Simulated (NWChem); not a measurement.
Species: chloroform (CHCl₃); SMILES ClC(Cl)Cl

```xyz
5

Cl     1.4799     0.8383    -0.0776
C      0.0000     0.0000     0.4604
Cl    -1.4660     0.8624    -0.0776
Cl    -0.0139    -1.7008    -0.0776
H      0.0000     0.0000     1.5636
```
Atoms are numbered in this order, from 1.

All runs: NWChem. Coordinates come from a PBE-D3(BJ)/def2-SVP optimisation. B3LYP is NWChem's, with the RPA form of VWN correlation. Level: B3LYP/def2-SVP with SMD (1 M gas to 1 M solution), gas-phase geometry.

```csv
solvent,dielectric constant,solvation free energy (kcal/mol),cavity-dispersion-structure term (kcal/mol),dipole in solution (D)
water,78.4,-0.9,1.5,1.54
1-propanol,20.5,-4.8,-2.5,1.52
"1,4-dioxane",2.21,-3.3,-2.1,1.34
2-propanol,19.3,-5.0,-2.7,1.52
methanol,32.6,-4.8,-2.4,1.53
n-hexane,1.88,-4.0,-2.9,1.31
ethanol,24.9,-4.9,-2.5,1.52
```
